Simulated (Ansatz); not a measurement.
**Structure relaxation of Be3C2**

All numbers below come from DFT PBE, scalar-relativistic, plane waves, PAW (Ansatz 0.2.0). Cutoff 420 eV, Γ-centred k mesh, Gaussian smearing, no spin polarisation in the final step.

The start puts Be3C2 on the corundum structure type (R-3c, No. 167), with C in place of Al, Be in place of O, at a guessed volume.

```
CELL_PARAMETERS angstrom
2.30429 1.33038 4.19415
-2.30429 1.33038 4.19415
0.00000 -2.66076 4.19415
ATOMIC_POSITIONS crystal
Be 0.05625 0.44375 0.75000
Be 0.75000 0.05625 0.44375
Be 0.44375 0.75000 0.05625
Be 0.94375 0.55625 0.25000
Be 0.25000 0.94375 0.55625
Be 0.55625 0.25000 0.94375
C 0.85218 0.85218 0.85218
C 0.64782 0.64782 0.64782
C 0.14782 0.14782 0.14782
C 0.35218 0.35218 0.35218
```

Cell and atoms relax at zero pressure; the relaxation can't lower the symmetry of the start. After a coarse first stage the cell is made exact in the group found at 0.06 Å.

The zero of energy is the elements' standard structures at the same level; no fitted shifts are applied.

**Question.** Describe the relaxed structure.

**Answer.** It keeps R-3c (No. 167), but not the shape of the type it started on. Conventional cell: a = 4.980 Å, c = 9.903 Å. Be is coordinated by 4 C at 1.84–1.86 Å; C is coordinated by 1 C at 1.69 Å and 6 Be at 1.84–1.86 Å.

```xyz
10
Lattice="2.4901 1.4377 3.3011 -2.4901 1.4377 3.3011 0.0000 -2.8753 3.3011" Properties=species:S:1:pos:R:3 pbc="T T T"
Be   -0.8578   -1.4377    4.1264
Be    1.6740   -0.0241    4.1264
Be   -0.8162    1.4617    4.1264
Be    0.8578    1.4377    5.7770
Be   -1.6740    0.0241    5.7770
Be    0.8162   -1.4617    5.7770
C     0.0000    0.0000    8.2714
C     0.0000    0.0000    6.5836
C     0.0000    0.0000    1.6319
C     0.0000    0.0000    3.3198
```

**Question.** What are its volume, energy, density and gap?

**Answer.** The volume per atom is 7.09 Å³ and the density is 2.39 g/cm³. The energy over the elements is 0.24 eV/atom and the gap on the 12×12×12 mesh is 0 eV (a metal).

The final run used a 12×12×12 mesh on its 10-atom cell and 0.10 eV smearing. The k mesh leaves about 4 meV/atom of noise in metals. Symmetry constrained the relaxation, so the result can be a saddle point.

Cost: 3 runs of about 3 core-minutes in all, on Arm Neoverse V1 (shared hosts).